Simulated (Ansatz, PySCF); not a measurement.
System: SiO, net charge 1, doublet state. 
Coordinates optimised at B3LYP-D3(BJ)/def2-TZVP (Ansatz, a program for electronic structure):
```
Si
O 1 1.5229
```
Charge +1, spin multiplicity 2.

Total electronic energies in hartree. Valence correlation only, unless marked. UHF or UKS for open shells. Spin-orbit coupling is left out. Non-relativistic. 

The Hartree-Fock reference is unstable (checked in the largest basis), which strains HF and MP2. The T1 diagnostic of CCSD in the largest basis is 0.077, which is high, so the coupled-cluster rows are less sure than usual.

```json
[
 {"level": "RI-HF/def2-TZVPP", "program": "Ansatz", "energy (Eh)": "-363.47909"},
 {"level": "RI-HF/aug-cc-pV(Q+d)Z", "program": "Ansatz", "energy (Eh)": "-363.49029"},
 {"level": "SVWN5/def2-TZVPD", "program": "Ansatz", "energy (Eh)": "-362.66590"},
 {"level": "BLYP-D4/def2-TZVPD", "program": "Ansatz + dftd4", "energy (Eh)": "-364.36382"},
 {"level": "BP86/def2-TZVPD", "program": "PySCF", "energy (Eh)": "-364.37736"},
 {"level": "TPSS/def2-TZVPD", "program": "PySCF", "energy (Eh)": "-364.37834"},
 {"level": "r2SCAN-D3(BJ)/def2-TZVPD", "program": "Ansatz + dftd3", "energy (Eh)": "…"},
 {"level": "CAM-B3LYP-D4/def2-TZVPD", "program": "Ansatz + dftd4", "energy (Eh)": "-364.32599"},
 {"level": "RI-MP2/aug-cc-pV(T+d)Z", "program": "Ansatz", "energy (Eh)": "-363.73251"},
 {"level": "CCSD(T)/cc-pV(D+d)Z", "program": "Ansatz", "energy (Eh)": "…"},
 {"level": "CCSD(T)/def2-SVP", "program": "Ansatz", "energy (Eh)": "…"},
 {"level": "CCSD(T)/def2-TZVPP", "program": "Ansatz", "energy (Eh)": "-363.77398"},
 {"level": "CCSD(T)/def2-QZVPPD", "program": "Ansatz", "energy (Eh)": "-363.80703"},
 {"level": "CCSD(T) with core electrons (1s frozen past Ne)/cc-pwCVTZ", "program": "Ansatz", "energy (Eh)": "-364.09656"}
]
```

Q: What belongs in the gaps?

A: 
- r2SCAN-D3(BJ)/def2-TZVPD, energy (Eh): -364.28264
- CCSD(T)/cc-pV(D+d)Z, energy (Eh): -363.67877
- CCSD(T)/def2-SVP, energy (Eh): -363.51190
